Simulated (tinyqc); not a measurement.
Worked calculation (part 2 of 2): RHF in the sto-3g basis, for H2O, spin multiplicity 1. Computed by tinyqc, a small Python program that keeps every step (integrals from PySCF). Command: `OMP_NUM_THREADS=1 python tinyqc.py 20463 20464 out.jsonl` (the two numbers bound the seeds that draw the settings). One thread of a shared host (Intel(R) Xeon(R) Processor @ 2.60GHz), about 0.1 s of CPU time with the checks.

Geometry (angstrom):
```
atom         x          y         z
O     0.000000   0.000000  0.000000
H     0.000000   1.058000  0.637000
H     0.000000  -1.058000  0.637000
```

## Iteration 9 (converged): orbitals

converged F (hartree), lower triangle:
```
             1O 1s      1O 2s     1O 2px     1O 2py     1O 2pz      2H 1s      3H 1s
1O 1s   -20.255074
1O 2s    -5.162205  -2.381147
1O 2px    0.000000   0.000000  -0.379405
1O 2py    0.000000   0.000000   0.000000  -0.172996
1O 2pz   -0.022245  -0.034755   0.000000   0.000000  -0.221646
2H 1s    -0.621914  -0.631274   0.000000  -0.338811  -0.253372  -0.307959
3H 1s    -0.621914  -0.631274   0.000000   0.338811  -0.253372  -0.128894  -0.307959
```

X:
```
                1          2          3         4          5          6         7
1O 1s   -0.404376   0.000000   0.700761  0.000000  -0.596822   0.000000  0.232699
1O 2s    0.965968   0.000000  -0.241980  0.000000  -0.263639   0.000000  0.494350
1O 2px   0.000000   0.000000   0.000000  1.000000   0.000000   0.000000  0.000000
1O 2py   0.000000   0.849060   0.000000  0.000000   0.000000   0.660701  0.000000
1O 2pz   0.366243   0.000000   0.677139  0.000000   0.650168   0.000000  0.191582
2H 1s   -0.593681  -0.690469  -0.226653  0.000000   0.189321   0.406227  0.382019
3H 1s   -0.593681   0.690469  -0.226653  0.000000   0.189321  -0.406227  0.382019
```

Diagonalise F' = X^T F X, C = X C', fill 5 alpha and 5 beta electrons from the bottom; D = 2 C_occ C_occ^T. Each column has its largest component positive (the first on a tie).

F' = X^T F X (hartree), lower triangle:
```
           1         2          3          4          5          6          7
1  -0.785521
2   0.000000  0.499059
3   2.849278  0.000000  -8.079355
4   0.000000  0.000000   0.000000  -0.379405
5  -2.432110  0.000000   8.136820   0.000000  -8.818247
6   0.000000  0.078812   0.000000   0.000000   0.000000  -0.498355
7   1.065538  0.000000  -4.603597   0.000000   4.955603   0.000000  -3.782750
```

orbital energies (hartree): MO1 -20.263059, MO2 -1.163948, MO3 -0.504544, MO4 -0.388446, MO5 -0.379405, MO6 0.349580, MO7 0.505248

coefficients C:
```
              MO1        MO2        MO3        MO4       MO5        MO6        MO7
1O 1s    0.994626  -0.245429   0.000000   0.077527  0.000000  -0.096970   0.000000
1O 2s    0.022695   0.927810   0.000000  -0.393094  0.000000   0.538208   0.000000
1O 2px   0.000000   0.000000   0.000000   0.000000  1.000000   0.000000   0.000000
1O 2py   0.000000   0.000000   0.592202   0.000000  0.000000   0.000000   0.898179
1O 2pz   0.002157   0.050056   0.000000   0.764296  0.000000   0.682213   0.000000
2H 1s   -0.003669   0.127662   0.459035   0.356660  0.000000  -0.664900  -0.656547
3H 1s   -0.003669   0.127662  -0.459035   0.356660  0.000000  -0.664900   0.656547
```

D after iteration 9, lower triangle:
```
            1O 1s      1O 2s    1O 2px     1O 2py    1O 2pz      2H 1s     3H 1s
1O 1s    2.111055
1O 2s   -0.471229   2.031738
1O 2px   0.000000   0.000000  2.000000
1O 2py   0.000000   0.000000  0.000000   0.701405
1O 2pz   0.098228  -0.507897  0.000000   0.000000  1.173318
2H 1s   -0.014661  -0.043677  0.000000   0.543683  0.557952   0.708461
3H 1s   -0.014661  -0.043677  0.000000  -0.543683  0.557952  -0.134393  0.708461
```

## Convergence

Stop when the energy changes by less than 1e-09 hartree and every element of the error matrix X^T (F D S - S D F) X is below 9e-06.

Course of the cycle:
```
iteration   E (hartree)     change  largest element of the error matrix
1          -74.93272019          -                             8.16e-01
2          -74.79758514   1.35e-01                             3.04e-01
3          -74.85849391  -6.09e-02                             4.91e-02
4          -74.86069518  -2.20e-03                             6.89e-03
5          -74.86073886  -4.37e-05                             6.21e-04
6          -74.86073939  -5.36e-07                             2.81e-04
7          -74.86073959  -2.00e-07                             4.40e-05
8          -74.86073960  -2.28e-09                             8.40e-07
9          -74.86073960  -6.11e-13                             9.25e-09
```

PySCF RHF in the same basis = -74.86073960 hartree

Converged in 9 iterations.

## Populations, bond orders and dipole

overlap S, lower triangle:
```
           1O 1s     1O 2s    1O 2px     1O 2py    1O 2pz     2H 1s     3H 1s
1O 1s   1.000000
1O 2s   0.236704  1.000000
1O 2px  0.000000  0.000000  1.000000
1O 2py  0.000000  0.000000  0.000000   1.000000
1O 2pz  0.000000  0.000000  0.000000   0.000000  1.000000
2H 1s   0.027945  0.312637  0.000000   0.247640  0.149099  1.000000
3H 1s   0.027945  0.312637  0.000000  -0.247640  0.149099  0.098251  1.000000
```

Mulliken: Z minus the diagonal of D S on the atom; Loewdin: the same with S^(1/2) D S^(1/2); Mayer order: 2 sum_s sum (D(s) S)_ij (D(s) S)_ji over the two atoms.

Charges (e):
```
atom   Mulliken    Loewdin
1O    -0.201959  -0.155925
2H     0.100980   0.077962
3H     0.100980   0.077962
```

Mayer bond orders:
```
pair     order
2-1   0.972825
3-1   0.972825
3-2   0.016978
```

dipole moment about the origin, x y z (debye): 0.000000  0.000000  1.291879
